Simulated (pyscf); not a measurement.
**Four-centre exchange: •H₂Si–Cl + H₂O → HO–SiH•–Cl + H₂**

Gas phase, doublet surface, charge 0. Bonds broken: Si1–H3, O5–H6. Bonds formed: Si1–O5, H3–H6. Single points on ωB97X-D3(BJ)/def2-SVP structures (PySCF, gas phase).

Transition state (Å):

```xyz
7

Si     0.6835     0.0681     0.1566
Cl    -0.7329    -0.4310    -1.2919
H      0.3167     1.8713     0.2656
H      1.1774    -1.2741     0.6547
O     -0.4176     0.4139     1.6069
H     -0.3387     1.4645     1.0697
H     -1.2839    -0.0236     1.6183
```

One imaginary mode, 1420i cm⁻¹; descent along it reached the two sides named.

```
bond    change  reactant side (Å)  saddle  product side
------  ------  -----------------  ------  ------------
Si1–H3  breaks              1.489   1.843           3.9
O5–H6   breaks              0.966   1.183           2.9
Si1–O5   forms                3.0   1.853         1.661
H3–H6    forms                2.8   1.114         0.760
```

Electronic energies relative to the separated reactants (kcal/mol):

| level | barrier | reaction energy | reverse barrier |
|---|---|---|---|
| ωB97X-D3(BJ)/def2-TZVP | 26.5 | -19.8 | 46.3 |
| PBE/def2-TZVP | 20.2 | -19.1 | 39.4 |
| r²SCAN/def2-TZVP | 22.2 | -21.2 | 43.4 |
| B3LYP-D3(BJ)/def2-TZVP | 25.4 | -20.3 | 45.7 |
| PBE0-D3(BJ)/def2-TZVP | 23.5 | -18.3 | 41.8 |
| M06-2X/def2-TZVP | 26.7 | -21.6 | 48.4 |
| ωB97M-D3(BJ)/def2-TZVP | 25.3 | -19.3 | 44.6 |
| HF/def2-TZVP | 47.2 | -16.8 | 64.0 |

With ωB97M-D3(BJ)/def2-TZVP energies and thermal terms (ideal gas, 1 atm, RRHO with modes under 100 cm⁻¹ raised to 100, one conformer, R ln 2 for chiral ones without a mode under 150 cm⁻¹), in kcal/mol:

```csv
T (K),ΔH‡,ΔG‡,ΔH,ΔG
298,22.4,32.7,-21.9,-20.3
600,22.7,43.1,-20.8,-19.1
900,23.5,53.1,-19.9,-18.4
1200,24.5,62.9,-19.2,-18.0
```

The same reactants have a lower exit, to HO–SiH₂• + HCl (barrier +13.0 kcal/mol at ωB97M-D3(BJ)/def2-TZVP, against +25.3 kcal/mol here). One saddle was located; it need not be the lowest between these sides.
